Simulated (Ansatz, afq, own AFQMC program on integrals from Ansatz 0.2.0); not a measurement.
# NH₃Cl (doublet): quantum Monte Carlo beside coupled cluster at distance N1–H4 along a hydrogen transfer = 1.012 Å, cc-pVTZ

Aim: compute NH₃Cl (doublet) with auxiliary-field quantum Monte Carlo on the same integrals as coupled cluster, and set the energies side by side.

Program: Ansatz 0.2.0, Gaussian basis, and an in-house AFQMC program (afq) on its integrals; all values are calculated. Level of theory: cc-pVTZ, frozen cores. These are calculated values, not measurements.

The runs, in order: CCSD(T) on UHF; PBE (unrestricted); CCSD(T) on UHF; r2SCAN (unrestricted); PBE0 (unrestricted); B3LYP (unrestricted); CCSD(T) on UHF; wB97M-V (unrestricted); B2PLYP (unrestricted); Phaseless AFQMC, CISD trial on UHF.

## 1. The geometry

The geometry derives from fragments relaxed apart (PBE0/def2-TZVP) and kept rigid, so it is no stationary point. A hydrogen atom is moved between rigid fragments.

5 atoms, charge 0, spin multiplicity 2.

Atoms are counted from 1 here; the program's logs count them from 0.

Bond lengths: N1–H2 1.012 Å, N1–H3 1.012 Å, N1–H4 1.012 Å. Angles: H2–N1–H3 107.1°, H2–N1–H4 107.1°, H3–N1–H4 107.1°.

## 2. CCSD(T) on UHF

Input file in.yaml:

```yaml
crystal:
  periodic: [false, false, false]
  atoms:
    - {symbol: N, position_ang: [-1.812306, -0.010862, -0.016905]}
    - {symbol: H, position_ang: [-2.109585, 0.956972, -0.016905]}
    - {symbol: H, position_ang: [-2.109585, -0.413161, 0.863355]}
    - {symbol: H, position_ang: [-0.799845, -0.010861, -0.016905]}
    - {symbol: Cl, position_ang: [0.858694, -0.010861, -0.016905]}
basis:
  gaussian: {orbitals: cc-pVTZ}
magnetization: {spin_polarized: true, initial_magnetization: 1}
correlation: {method: ccsd_t, electrons: outside_noble_gas, hamiltonian_folder: ham}
```

On the command line:

```
ansatz run in.yaml --threads 1 --pin off --events-out ev --progress --plain --max-ram 16896MiB --backend cuda --devices 0, --max-vram 18GiB
```

Log, shortened:

```text
Functional definition: HF
  name "HF"
  cite "Fock, Z. Phys. 61, 126 (1930) doi:10.1007/BF01340294"
  parent pbe
[...]
602 factors; integrals over basis functions are off by at most 1.3e-3 eV
[...]
mean field -14032.13571604 eV, -515.6714762413 hartree, gradient 9.1e-6 eV, S^2 0.769902; 14 other end points of the search recorded, 0 dependent functions left out
determinant -14032.13571604 eV, -515.6714762413 hartree, with singles and doubles -14044.25541650 eV, -516.1168670180 hartree
determinant -14031.65164620 eV, -515.6536870026 hartree, with singles and doubles -14043.67933902 eV, -516.0956965614 hartree
determinant -14031.59359540 eV, -515.6515536751 hartree, with singles and doubles -14043.58809321 eV, -516.0923433394 hartree
6 core orbitals not correlated: weight in the atoms' cores, before any rotation towards them, 1.000 or more for the frozen orbitals, at most 0.000 for the correlated occupied ones
reference -14032.13571604 eV, -515.6714762413 hartree; 8, 7 occupied and 92, 93 virtual orbitals, 602 factors
second order -11.12600731 eV of doubles, -0.00000000 eV of singles
cycle   1  -12.02350972 eV  change   -6.0e-1 eV  update   1.6e-2
[...]
cycle  13  -12.05053237 eV  change   -1.2e-5 eV  update   1.6e-5
perturbative correction -0.43544937 eV, -0.0160024693 hartree
Total energy: -14044.62169778 eV, -516.1303276070 hartree
```

Wall time 6 s (1 × NVIDIA H100 80GB HBM3 with 1 thread of AMD EPYC 7R13 (Zen 3), shared host); peak host memory 0.84 GiB.

From the report: ⟨S²⟩ of the determinant 0.770 (pure doublet: 0.75); correlation -12.4860 eV; T1 0.030; largest double amplitude 0.03.

This run also writes the integrals to the folder ham.

## 3. PBE (unrestricted)

in.yaml: that of step 2 with these lines changed.

```diff
@@ -11,2 +11,3 @@
 magnetization: {spin_polarized: true, initial_magnetization: 1}
-correlation: {method: ccsd_t, electrons: outside_noble_gas, hamiltonian_folder: ham}
+hamiltonian: {xc: {name: PBE}}
+output: {orbitals: {seedname: orbitals}}
```

On the command line:

```
ansatz run in.yaml --threads 1 --pin off --events-out ev --progress --plain --max-ram 5632MiB --backend cpu
```

Log:

```text
Functional definition: PBE
  name "PBE"
  cite "Perdew, Burke & Ernzerhof, Phys. Rev. Lett. 77, 3865 (1996) doi:10.1103/PhysRevLett.77.3865"
  parent pbe
  parameter kappa = 0.804
  parameter beta = 0.06672455060314922
  exchange = pbe_x(kappa = kappa, mu = beta*pi^2/3)
  correlation = pbe_c(beta = beta)
628 factors; their error is unknown
mean field evaluation 1: about -14043.5594 eV, gradient 5.0e1 eV
mean field evaluation 2: about -14007.5819 eV, gradient 9.1e1 eV
mean field evaluation 4: about -14050.6553 eV, gradient 2.2e1 eV
mean field evaluation 8: about -14054.1858 eV, gradient 1.9e-1 eV
mean field evaluation 16: about -14054.1709 eV, gradient 8.6e-4 eV
mean field evaluation 32: about -14054.1709 eV, gradient 2.9e-4 eV
mean field evaluation 64: about -14051.8975 eV, gradient 1.4e1 eV
mean field -14054.17089409 eV, -516.4812540985 hartree, gradient 2.1e-5 eV, S^2 0.752655; 9 other end points of the search recorded, 0 dependent functions left out
reference -14054.17092308 eV, -516.4812551638 hartree; 14, 13 occupied and 92, 93 virtual orbitals, 628 factors
Total energy: -14054.17092308 eV, -516.4812551638 hartree
```

It took 6.5 s on 1 thread of AMD EPYC 7R13 (Zen 3), shared host; peak memory 0.74 GiB.

From the report: ⟨S²⟩ of the determinant 0.753 (pure doublet: 0.75).

## 4. CCSD(T) on UHF

in.yaml: that of step 3 with these lines changed.

```diff
@@ -9,5 +9,4 @@
 basis:
-  gaussian: {orbitals: cc-pVTZ}
+  gaussian: {orbitals: def2-TZVPP}
 magnetization: {spin_polarized: true, initial_magnetization: 1}
-hamiltonian: {xc: {name: PBE}}
-output: {orbitals: {seedname: orbitals}}
+correlation: {method: ccsd_t, electrons: outside_noble_gas}
```

On the command line:

```
ansatz run in.yaml --threads 1 --pin off --events-out ev --progress --plain --max-ram 16896MiB --backend cuda --devices 0, --max-vram 18GiB
```

Log, shortened:

```text
Functional definition: HF
  name "HF"
  cite "Fock, Z. Phys. 61, 126 (1930) doi:10.1007/BF01340294"
  parent pbe
[...]
664 factors; integrals over basis functions are off by at most 1.3e-3 eV
[...]
mean field -14031.98235032 eV, -515.6658401548 hartree, gradient 9.5e-6 eV, S^2 0.770277; 14 other end points of the search recorded, 0 dependent functions left out
determinant -14031.98235032 eV, -515.6658401548 hartree, with singles and doubles -14044.13036942 eV, -516.1122716229 hartree
determinant -14031.51171273 eV, -515.6485445426 hartree, with singles and doubles -14043.57326991 eV, -516.0917985933 hartree
determinant -14031.45264357 eV, -515.6463737912 hartree, with singles and doubles -14043.48184667 eV, -516.0884388514 hartree
6 core orbitals not correlated: weight in the atoms' cores, before any rotation towards them, 1.000 or more for the frozen orbitals, at most 0.000 for the correlated occupied ones
reference -14031.98235032 eV, -515.6658401548 hartree; 8, 7 occupied and 101, 102 virtual orbitals, 664 factors
second order -11.13724346 eV of doubles, -0.00000000 eV of singles
cycle   1  -12.04637840 eV  change   -6.0e-1 eV  update   1.6e-2
[...]
cycle  13  -12.07733580 eV  change   -1.3e-5 eV  update   1.5e-5
perturbative correction -0.44205358 eV, -0.0162451694 hartree
Total energy: -14044.50173969 eV, -516.1259192285 hartree
```

Run time: 6.5 s. Hardware: 1 × NVIDIA H100 80GB HBM3 with 1 thread of AMD EPYC 7R13 (Zen 3), shared host; peak host memory 0.84 GiB.

From the report: ⟨S²⟩ of the determinant 0.770 (pure doublet: 0.75); correlation -12.5194 eV; T1 0.030; largest double amplitude 0.03.

## 5. r2SCAN (unrestricted)

in.yaml: that of step 4 with these lines changed.

```diff
@@ -9,4 +9,4 @@
 basis:
-  gaussian: {orbitals: def2-TZVPP}
+  gaussian: {orbitals: cc-pVTZ}
 magnetization: {spin_polarized: true, initial_magnetization: 1}
-correlation: {method: ccsd_t, electrons: outside_noble_gas}
+hamiltonian: {xc: {name: r2SCAN}}
```

On the command line:

```
ansatz run in.yaml --threads 1 --pin off --events-out ev --progress --plain --max-ram 5632MiB --backend cpu
```

Log, shortened:

```text
Functional definition: r2SCAN
  name "r2SCAN"
  cite "Furness, Kaplan, Ning, Perdew & Sun, J. Phys. Chem. Lett. 11, 8208 (2020) doi:10.1021/acs.jpclett.0c02405"
  cite "Furness, Kaplan, Ning, Perdew & Sun, J. Phys. Chem. Lett. 11, 9248 (2020) doi:10.1021/acs.jpclett.0c03077"
  parent r2scan
[...]
628 factors; their error is unknown
[...]
mean field -14059.42097288 eV, -516.6741909354 hartree, gradient 1.2e-5 eV, S^2 0.756277; 9 other end points of the search recorded, 0 dependent functions left out
reference -14059.42098124 eV, -516.6741912428 hartree; 14, 13 occupied and 92, 93 virtual orbitals, 628 factors
Total energy: -14059.42098124 eV, -516.6741912428 hartree
```

Run time: 16 s. Hardware: 1 thread of AMD EPYC 7R13 (Zen 3), shared host; peak memory 0.74 GiB.

From the report: ⟨S²⟩ of the determinant 0.756 (pure doublet: 0.75).

## 6. PBE0 (unrestricted)

in.yaml: that of step 5 with these lines changed.

```diff
@@ -11,2 +11,3 @@
 magnetization: {spin_polarized: true, initial_magnetization: 1}
-hamiltonian: {xc: {name: r2SCAN}}
+hamiltonian: {xc: {name: PBE0}}
+output: {orbitals: {seedname: orbitals}}
```

Same command.

Log:

```text
Functional definition: PBE0
  name "PBE0"
  cite "Adamo & Barone, J. Chem. Phys. 110, 6158 (1999) doi:10.1063/1.478522"
  cite "Perdew, Burke & Ernzerhof, Phys. Rev. Lett. 77, 3865 (1996) doi:10.1103/PhysRevLett.77.3865"
  parent pbe
  parameter a = 0.25
  parameter kappa = 0.804
  parameter beta = 0.06672455060314922
  exchange = (1 - a)*pbe_x(kappa = kappa, mu = beta*pi^2/3) + a*exact_x
  correlation = pbe_c(beta = beta)
657 factors; their error is unknown
mean field evaluation 1: about -14047.7014 eV, gradient 4.2e1 eV
mean field evaluation 2: about -14030.8390 eV, gradient 6.8e1 eV
mean field evaluation 4: about -14054.1012 eV, gradient 1.1e1 eV
mean field evaluation 8: about -14054.9332 eV, gradient 8.1e-1 eV
mean field evaluation 16: about -14055.0335 eV, gradient 7.9e-2 eV
mean field evaluation 32: about -14055.1076 eV, gradient 2.6e-5 eV
mean field -14055.10764245 eV, -516.5156789660 hartree, gradient 2.6e-5 eV, S^2 0.756920; 3 other end points of the search recorded, 0 dependent functions left out
reference -14055.10766469 eV, -516.5156797831 hartree; 14, 13 occupied and 92, 93 virtual orbitals, 657 factors
Total energy: -14055.10766469 eV, -516.5156797831 hartree
```

It took 3.1 s on 1 thread of AMD EPYC 7R13 (Zen 3), shared host; peak memory 0.74 GiB.

From the report: ⟨S²⟩ of the determinant 0.757 (pure doublet: 0.75).

## 7. B3LYP (unrestricted)

in.yaml: that of step 6 with these lines changed.

```diff
@@ -11,3 +11,2 @@
 magnetization: {spin_polarized: true, initial_magnetization: 1}
-hamiltonian: {xc: {name: PBE0}}
-output: {orbitals: {seedname: orbitals}}
+hamiltonian: {xc: {name: B3LYP}}
```

Launched as before.

Log, shortened:

```text
Functional definition: B3LYP
  name "B3LYP"
  cite "Stephens, Devlin, Chabalowski & Frisch, J. Phys. Chem. 98, 11623 (1994) doi:10.1021/j100096a001"
  cite "Becke, Phys. Rev. A 38, 3098 (1988) doi:10.1103/PhysRevA.38.3098"
  cite "Lee, Yang & Parr, Phys. Rev. B 37, 785 (1988) doi:10.1103/PhysRevB.37.785"
  cite "Vosko, Wilk & Nusair, Can. J. Phys. 58, 1200 (1980) doi:10.1139/p80-159"
[...]
643 factors; their error is unknown
[...]
mean field -14061.67771688 eV, -516.7571247477 hartree, gradient 3.2e-5 eV, S^2 0.755500; 3 other end points of the search recorded, 0 dependent functions left out
reference -14061.67791883 eV, -516.7571321693 hartree; 14, 13 occupied and 92, 93 virtual orbitals, 643 factors
Total energy: -14061.67791883 eV, -516.7571321693 hartree
```

It took 3.1 s on 1 thread of AMD EPYC 7R13 (Zen 3), shared host; peak memory 0.74 GiB.

From the report: ⟨S²⟩ of the determinant 0.756 (pure doublet: 0.75).

## 8. CCSD(T) on UHF

in.yaml: that of step 7 with these lines changed.

```diff
@@ -9,4 +9,4 @@
 basis:
-  gaussian: {orbitals: cc-pVTZ}
+  gaussian: {orbitals: "def2-QZVPP.json"}
 magnetization: {spin_polarized: true, initial_magnetization: 1}
-hamiltonian: {xc: {name: B3LYP}}
+correlation: {method: ccsd_t, electrons: outside_noble_gas}
```

On the command line:

```
ansatz run in.yaml --threads 1 --pin off --events-out ev --progress --plain --max-ram 16896MiB --backend cuda --devices 0, --max-vram 18GiB
```

Log, shortened:

```text
Functional definition: HF
  name "HF"
  cite "Fock, Z. Phys. 61, 126 (1930) doi:10.1007/BF01340294"
  parent pbe
[...]
1285 factors; integrals over basis functions are off by at most 1.3e-3 eV
[...]
mean field -14032.41037566 eV, -515.6815697960 hartree, gradient 9.4e-6 eV, S^2 0.770934; 14 other end points of the search recorded, 0 dependent functions left out
determinant -14032.41037566 eV, -515.6815697960 hartree, with singles and doubles -14045.51484213 eV, -516.1631500566 hartree
determinant -14031.95023158 eV, -515.6646598130 hartree, with singles and doubles -14044.96526734 eV, -516.1429535554 hartree
determinant -14031.89021034 eV, -515.6624540732 hartree, with singles and doubles -14044.87215330 eV, -516.1395316776 hartree
determinant -14032.41037566 eV, -515.6815697960 hartree, with singles and doubles -14045.32478745 eV, -516.1561656759 hartree
determinant -14031.95023158 eV, -515.6646598130 hartree, with singles and doubles -14044.76261550 eV, -516.1355062377 hartree
6 core orbitals not correlated: weight in the atoms' cores, before any rotation towards them, 1.000 or more for the frozen orbitals, at most 0.000 for the correlated occupied ones
reference -14032.41037566 eV, -515.6815697960 hartree; 8, 7 occupied and 203, 204 virtual orbitals, 1285 factors
second order -12.08306716 eV of doubles, -0.00000000 eV of singles
cycle   1  -12.91441387 eV  change   -2.1e-6 eV  update   1.8e-6
perturbative correction -0.52581655 eV, -0.0193234017 hartree
Total energy: -14045.85060607 eV, -516.1754891537 hartree
```

Wall time 25 s (1 × NVIDIA H100 80GB HBM3 with 1 thread of AMD EPYC 7R13 (Zen 3), shared host); peak host memory 1.2 GiB.

From the report: ⟨S²⟩ of the determinant 0.771 (pure doublet: 0.75); correlation -13.4402 eV; T1 0.031; largest double amplitude 0.03.

## 9. wB97M-V (unrestricted)

in.yaml: that of step 8 with these lines changed.

```diff
@@ -9,4 +9,5 @@
 basis:
-  gaussian: {orbitals: "def2-QZVPP.json"}
+  gaussian: {orbitals: cc-pVTZ}
 magnetization: {spin_polarized: true, initial_magnetization: 1}
-correlation: {method: ccsd_t, electrons: outside_noble_gas}
+hamiltonian: {xc: {name: wB97M-V}}
+output: {orbitals: {seedname: orbitals}}
```

On the command line:

```
ansatz run in.yaml --threads 1 --pin off --events-out ev --progress --plain --max-ram 5632MiB --backend cpu
```

Log, shortened:

```text
Functional definition: wB97M-V
  name "wB97M-V"
  cite "Mardirossian & Head-Gordon, J. Chem. Phys. 144, 214110 (2016) doi:10.1063/1.4952647"
  cite "Becke, J. Chem. Phys. 107, 8554 (1997) doi:10.1063/1.475007"
  cite "Vydrov & Van Voorhis, J. Chem. Phys. 133, 244103 (2010) doi:10.1063/1.3521275"
  # Of w^i u^j: cxij and so on, Table III.
[...]
  gx(w, u) = 1 - cx + cx01*u + cx10*w
  gss(w, u) = css00 + css04*u^4 + css10*w + css20*w^2 + css43*w^4*u^3
  gos(w, u) = cos00 + cos10*w + (cos20 + cos21*u)*w^2 + (cos60 + cos61*u)*w^6
[...]
      + integral(e_c_pw_mod_opposite_spin*gos(b97_w_opposite, b97_u_opposite)) + vv10(b, c)
631 factors; their error is unknown
130 factors; integrals over basis functions are off by at most 6.4e-5 eV
[...]
mean field -14059.36060613 eV, -516.6719724983 hartree, gradient 3.6e-5 eV, S^2 0.756118; 3 other end points of the search recorded, 0 dependent functions left out
reference -14059.36063766 eV, -516.6719736571 hartree; 14, 13 occupied and 92, 93 virtual orbitals, 631 factors
Total energy: -14059.36063766 eV, -516.6719736571 hartree
```

Run time: 15 s. Hardware: 1 thread of AMD EPYC 7R13 (Zen 3), shared host; peak memory 0.74 GiB.

From the report: ⟨S²⟩ of the determinant 0.756 (pure doublet: 0.75).

## 10. B2PLYP (unrestricted)

in.yaml: that of step 9 with these lines changed.

```diff
@@ -11,3 +11,3 @@
 magnetization: {spin_polarized: true, initial_magnetization: 1}
-hamiltonian: {xc: {name: wB97M-V}}
-output: {orbitals: {seedname: orbitals}}
+hamiltonian: {xc: {name: B2PLYP}}
+correlation: {electrons: outside_noble_gas}
```

Same command.

Log, shortened:

```text
Functional definition: B2PLYP
  name "B2PLYP"
  cite "Grimme, J. Chem. Phys. 124, 034108 (2006) doi:10.1063/1.2148954"
  cite "Becke, Phys. Rev. A 38, 3098 (1988) doi:10.1103/PhysRevA.38.3098"
  cite "Lee, Yang & Parr, Phys. Rev. B 37, 785 (1988) doi:10.1103/PhysRevB.37.785"
[...]
602 factors; integrals over basis functions are off by at most 1.3e-3 eV
[...]
mean field -14052.47438244 eV, -516.4189084453 hartree, gradient 1.6e-6 eV, S^2 0.762913; 5 other end points of the search recorded, 0 dependent functions left out
6 core orbitals not correlated: weight in the atoms' cores, before any rotation towards them, 1.000 or more for the frozen orbitals, at most 0.000 for the correlated occupied ones
reference -14052.47451392 eV, -516.4189132772 hartree; 8, 7 occupied and 92, 93 virtual orbitals, 602 factors
second order -13.67598340 eV of doubles, -0.00000000 eV of singles
Total energy: -14056.16702943 eV, -516.5546107195 hartree
```

It took 6 s on 1 thread of AMD EPYC 7R13 (Zen 3), shared host; peak memory 1.6 GiB.

From the report: ⟨S²⟩ of the determinant 0.763 (pure doublet: 0.75).

## 11. Phaseless AFQMC, CISD trial on UHF

It reads the integrals that the CCSD(T) run on this determinant wrote.

On the command line:

```
afq ham --method phaseless --trial cisd --walkers 900 --populations 20 --least-time 60 --time-step 0.005 --steps-per-block 50 --equilibration-blocks 28 --max-blocks 4000 --target-error 0.00023 --factor-cut 1e-05 --start spin_pure --seed 3346 --release-times 0.24,0.51,0.99,1.5 --release-step 0.03 --release-every 4 --taylor-order 6
```

Log:

```text
orbitals 100  electrons 8 7  factors 594 of 602
reference energy -515.67147624 Eh
CCSD correlation -0.44284859 Eh in 18 cycles, weight of the determinant in the CISD state 0.8440
energy of the start -516.113200 Eh
 block  time / (1/Eh)  mean weight  energy / Eh
     1     0.250  1.0000  -516.107821
     2     0.500  1.0005  -516.114275
     3     0.750  1.0000  -516.120483
     4     1.000  0.9998  -516.125349
     5     1.250  1.0010  -516.126744
     6     1.500  1.0003  -516.131579
     7     1.750  0.9991  -516.132422
     8     2.000  1.0010  -516.130027
     9     2.250  0.9996  -516.129799
    10     2.500  0.9999  -516.129381
    13     3.250  1.0000  -516.131268
    17     4.250  0.9998  -516.131803
    21     5.250  1.0000  -516.130127
    25     6.250  1.0008  -516.131265
    29     7.250  1.0003  -516.128937
    33     8.250  1.0003  -516.131533
    37     9.250  1.0003  -516.129688
    41    10.250  1.0001  -516.127132
    45    11.250  0.9997  -516.132047
    49    12.250  0.9995  -516.129874
    53    13.250  0.9992  -516.129208
    57    14.250  0.9999  -516.129889
    61    15.250  1.0000  -516.134576
    65    16.250  1.0003  -516.127380
    69    17.250  1.0000  -516.130517
    73    18.250  1.0004  -516.127755
    77    19.250  1.0007  -516.130795
    81    20.250  1.0011  -516.132001
    85    21.250  1.0007  -516.131904
    89    22.250  1.0013  -516.131030
    93    23.250  1.0001  -516.132849
    97    24.250  1.0007  -516.137573
   101    25.250  1.0007  -516.129100
   105    26.250  1.0005  -516.131026
   109    27.250  0.9991  -516.133071
   113    28.250  0.9988  -516.132741
   117    29.250  1.0006  -516.129173
   121    30.250  0.9993  -516.130004
   125    31.250  0.9996  -516.126385
   129    32.250  0.9994  -516.130414
   133    33.250  1.0000  -516.133015
   137    34.250  0.9989  -516.131625
   141    35.250  0.9994  -516.131780
   145    36.250  0.9997  -516.130747
   149    37.250  1.0004  -516.135292
   153    38.250  0.9992  -516.128396
   157    39.250  1.0002  -516.133394
   161    40.250  0.9999  -516.129398
   165    41.250  1.0003  -516.130123
   169    42.250  1.0015  -516.130820
error from the spread of 20 populations
released: time / (1/Eh)  energy / Eh  error  mean overlap
  0.24  -516.131946  0.000380  0.9939
  0.51  -516.132414  0.000321  0.9848
  0.99  -516.131811  0.000909  0.9670
  1.50  -516.132768  0.000605  0.9380
energy -516.131037 +/- 0.000381 Eh
```

It took 2.8 min on 1 × NVIDIA H100 80GB HBM3 with 2 threads of AMD EPYC 7R13 (Zen 3), shared host; peak host memory 1.6 GiB.

Energy -14044.6410 ± 0.0104 eV. Caveats: constraint bias not in the error; error above the target.

## 12. All levels side by side

On the UHF determinant, counted from CCSD(T) (a yardstick, not exact):

```csv
level,energy (eV),from CCSD(T) (kcal/mol),statistical error (kcal/mol),time
HF,-14032.1357,+287.93,,
MP2,-14043.2617,+31.36,,
CCSD,-14044.1862,+10.04,,
CCSD(T),-14044.6217,0.00,,
"Phaseless AFQMC, CISD trial, step 0.005, 900 walkers",-14044.6410,-0.45,0.24,2.8 min
```

The functionals' totals stand on their own zeros and serve differences with other points: PBE -14054.171 eV; r2SCAN -14059.421 eV; PBE0 -14055.108 eV; B3LYP -14061.678 eV; wB97M-V -14059.361 eV; B2PLYP -14056.167 eV.

## 13. Outcome

| quantity | value |
| --- | --- |
| Phaseless AFQMC, CISD trial on UHF from CCSD(T) | -0.45 ± 0.24 kcal/mol |

In words: On UHF the phaseless walk with the CISD trial lies -0.45 kcal/mol from CCSD(T), within three error bars. Error bars are statistical and leave out the constraint, the time step and what remains of the start.
